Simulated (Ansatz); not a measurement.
# AlFH4O: the cost of one run

Method: RKS PBE/def2-SVP, in Ansatz 0.2.0.

### Step 1. Starting point

Bond lengths: Al1–F2 2.040 Å, Al1–H3 1.560 Å, Al1–H4 1.560 Å, Al1–O5 2.080 Å, O5–H6 1.010 Å. Angles: F2–Al1–H3 120.0°, F2–Al1–H4 120.0°, F2–Al1–O5 71.6°, H3–Al1–H4 120.0°, H3–Al1–O5 97.0°, H4–Al1–O5 101.2°, Al1–O5–H6 109.5°.

Structure file:

```xyz
7

Al    0.0000    0.0000    0.0000
F     0.0000    0.0000    2.0400
H     1.3510    0.0000   -0.7800
H    -1.3510    0.0000   -0.7800
O     0.0869   -1.9720    0.6559
H    -0.4595   -2.5566    0.0397
H     0.0526   -1.1932    1.7520
```

### Step 2. Pulling towards end A

Springs on the bonds that form and break draw the guess towards this end; the thresholds are loose.

File input.yaml:

```yaml
crystal:
  periodic: [false, false, false]
  atoms:
    - { symbol: Al, position_ang: [0.0, 0.0, 0.0] }
    - { symbol: F, position_ang: [0.0, 0.0, 2.04] }
    - { symbol: H, position_ang: [1.351, 0.0, -0.78] }
    - { symbol: H, position_ang: [-1.351, 0.0, -0.78] }
    - { symbol: O, position_ang: [0.0869, -1.972, 0.6559] }
    - { symbol: H, position_ang: [-0.4595, -2.5566, 0.0397] }
    - { symbol: H, position_ang: [0.0526, -1.1932, 1.752] }
basis:
  gaussian: { orbitals: def2-SVP }
hamiltonian:
  xc: pbe
relax:
  f_tol: 0.15
  max_steps: 25
  restrain:
    - { distance: [0, 4], at: 2.98, k: 30.0 }
    - { distance: [6, 1], at: 2.12, k: 30.0 }
    - { distance: [0, 1], at: 1.69, k: 30.0 }
    - { distance: [6, 4], at: 1.01, k: 30.0 }
output:
  orbitals: {}
```

On the command line:

```console
$ ansatz run input.yaml --threads 1 --pin off --max-ram 2048MiB --backend cpu --events-out ev --progress --plain --runs-dir out
```

Q: Estimate wall time and peak memory on 1 thread of Arm Neoverse V2, shared host.

About 17 s, with a peak of 0.12 GiB.
